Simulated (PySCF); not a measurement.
## Aluminium: a sound run and one with changed settings

Sound run: Al [Ne] 3s2 3p1, Al⁺ [Ne] 3s2. Computed with PySCF 2.14 in x2c-TZVPall (5s5p2d1f, 37 functions), with scalar relativity by spin-free X2C-1e. The sound run starts from symmetry-adapted Hartree-Fock orbitals and uses a fine grid where one is needed.

Changed run: radial step 1.2 in ln r (0.13 in the sound run). This setting is unsound on purpose.

```json
{"species": "Al", "method": "UHF", "sound run (hartree)": "-242.31006", "changed run (hartree)": "-242.31006", "converged": "yes"}
{"species": "Al", "method": "MN15", "sound run (hartree)": "-242.77386", "changed run (hartree)": "-242.58894", "converged": "yes"}
{"species": "Al", "method": "LDA", "sound run (hartree)": "-241.74411", "changed run (hartree)": "-243.06861", "converged": "yes"}
{"species": "Al⁺", "method": "UHF", "sound run (hartree)": "-242.10475", "changed run (hartree)": "-242.10475", "converged": "yes"}
{"species": "Al⁺", "method": "MN15", "sound run (hartree)": "-242.56554", "changed run (hartree)": "-242.37584", "converged": "yes"}
{"species": "Al⁺", "method": "LDA", "sound run (hartree)": "-241.52317", "changed run (hartree)": "-242.84667", "converged": "yes"}
```

Ionisation energy of Al:

```tsv
method	sound run (eV)	changed run (eV)
UHF	5.587	5.587
MN15	5.669	5.799
LDA	6.012	6.040
```

A coarse radial grid mis-integrates the density and the exchange-correlation energy, with errors of either sign; Hartree-Fock needs no grid.

For comparison, NIST gives 5.986 eV between the lowest levels.
